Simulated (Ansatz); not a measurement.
The same path of BClH2O + H2 (7 atoms, charge 0, multiplicity 1) was run twice with different band settings. Lost on the way: H6–H7. Made: B1–H6, O2–H7.

These are results of Ansatz, RKS r2SCAN/def2-SVP, not measurements.

Relaxed end points:

```xyz
7
Properties=species:S:1:pos:R:3
B -0.044 -0.533 0.128
O -0.046 -0.768 1.449
H -0.932 -0.755 1.841
H 0.997 -0.518 -0.469
Cl -1.562 -0.248 -0.748
H -0.349 2.618 0.666
H 0.107 2.465 1.253
```

```xyz
7
Properties=species:S:1:pos:R:3
B 0.030 0.415 -0.048
O -0.088 0.300 1.612
H -0.494 -0.565 1.798
H 0.816 -0.461 -0.320
Cl -1.698 0.055 -0.603
H 0.359 1.566 -0.208
H -0.754 0.952 1.890
```

Common settings: spring 5.0 eV/Å²; optimiser quadratic models (default); start path through a guess of the saddle point; force threshold 0.05 eV/Å; iteration limit 60; end points relaxed.

| run | movable images | climbing image |
| --- | --- | --- |
| 1 | 7 | yes |
| 2 | 3 | no |

Task: What does each run give, and how far can it be trusted?

Result: Run 1: converged after 11 iterations, highest image 1.752 eV above the first end. A vibrational analysis at the climbing image gives one clearly imaginary mode, 1290i cm⁻¹: a first-order saddle point.
Run 2: converged after 11 iterations, highest image 1.320 eV above the first end. Neighbouring images differ by up to 1.2 eV, so the band resolves the path poorly. No image climbed, so the highest image needn't sit at the top of the path. So few images can step over the top or miss a turn of the path.
The orbitals stay closed-shell, which can raise the energy where a bond breaks towards radicals; this wasn't checked here.
